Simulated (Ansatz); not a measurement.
Saddle point of BH5SO, singlet (BH₃O ([BH2][OH]) + H₂S → BH₃S ([BH2][SH]) + H₂O (still joined by a long B–O bond); bonds formed: B1–S6, O2–H5; bonds broken: H5–S6; bonds weakened to dative contacts: B1–O2), PBE0-D4/def2-TZVP structure:

```
8
angstrom
B -0.5180 -0.2329 -0.4367
O 0.7313 0.5658 -0.7891
H -0.4640 -1.3771 -0.7825
H -1.5406 0.3741 -0.6077
H 0.7591 0.5857 0.5580
S -0.1460 -0.1340 1.5791
H 0.5070 1.4156 -1.1791
H 0.6712 -1.1973 1.6581
```

Energies are electronic, without zero-point energy. Barriers and step energies count from the start structure reached by relaxing down the imaginary mode; all methods use the PBE0-D4 structures, on which another method's saddle can fall below an end. Program: Ansatz 0.2.0. Basis: def2-TZVPP, with def2-QZVPP for the basis limit. Cores are frozen in the correlated methods. B3LYP uses VWN-RPA correlation. Extrapolation: Hartree–Fock as exp(−7.88 √X), correlation as X^−2.97.

```json
{"method": "SPW92", "barrier (kcal/mol)": "?", "step energy (kcal/mol)": "-2.07"}
{"method": "PBE-D4", "barrier (kcal/mol)": "?", "step energy (kcal/mol)": "3.50"}
{"method": "BLYP-D4", "barrier (kcal/mol)": "21.30", "step energy (kcal/mol)": "8.76"}
{"method": "r2SCAN-D4", "barrier (kcal/mol)": "17.72", "step energy (kcal/mol)": "4.82"}
{"method": "B97M-V", "barrier (kcal/mol)": "22.81", "step energy (kcal/mol)": "6.49"}
{"method": "PBE0-D4", "barrier (kcal/mol)": "17.69", "step energy (kcal/mol)": "3.59"}
{"method": "B3LYP-D4", "barrier (kcal/mol)": "23.29", "step energy (kcal/mol)": "8.38"}
{"method": "r2SCAN0-D4", "barrier (kcal/mol)": "19.83", "step energy (kcal/mol)": "4.62"}
{"method": "BHLYP-D4", "barrier (kcal/mol)": "27.61", "step energy (kcal/mol)": "8.90"}
{"method": "CAM-B3LYP-D4", "barrier (kcal/mol)": "23.67", "step energy (kcal/mol)": "7.85"}
{"method": "wB97X-V", "barrier (kcal/mol)": "22.61", "step energy (kcal/mol)": "6.18"}
{"method": "wB97M-V", "barrier (kcal/mol)": "22.46", "step energy (kcal/mol)": "6.12"}
{"method": "B2PLYP", "barrier (kcal/mol)": "23.57", "step energy (kcal/mol)": "7.93"}
{"method": "PBE-QIDH", "barrier (kcal/mol)": "?", "step energy (kcal/mol)": "3.96"}
{"method": "RPA on PBE", "barrier (kcal/mol)": "23.69", "step energy (kcal/mol)": "8.45"}
{"method": "HF", "barrier (kcal/mol)": "40.78", "step energy (kcal/mol)": "15.03"}
{"method": "MP2", "barrier (kcal/mol)": "20.69", "step energy (kcal/mol)": "5.22"}
{"method": "CCSD", "barrier (kcal/mol)": "26.33", "step energy (kcal/mol)": "7.94"}
{"method": "CCSD(T)", "barrier (kcal/mol)": "23.37", "step energy (kcal/mol)": "6.73"}
```

Fill in the withheld barriers. (An estimate is asked for; the value comes from the calculation.)

The calculation gives: PBE-D4 14.48; PBE-QIDH 19.98; SPW92 6.12 kcal/mol. Each is the energy of the saddle less that of the start structure, by the same method.

For comparison, the barrier by CCSD(T) at an estimated basis limit (MP2 extrapolated from triple and quadruple zeta, plus CCSD(T) − MP2 in triple zeta) is 22.82 kcal/mol.

No T1 diagnostic of these runs exceeds 0.013.

Labels in which every atom is bracketed show which atoms are joined, not bond orders.

For scale, one of the runs: CCSD(T)/def2-TZVPP, 174 basis functions, launched by `ansatz run in.yaml --threads 2 --pin off --events-out ev --progress --plain --max-ram 4352MiB`. Time: 13 s of wall clock on 2 CPU threads of an Intel Xeon 6975P-C; the host was shared. Peak host memory: 1.7 GiB.
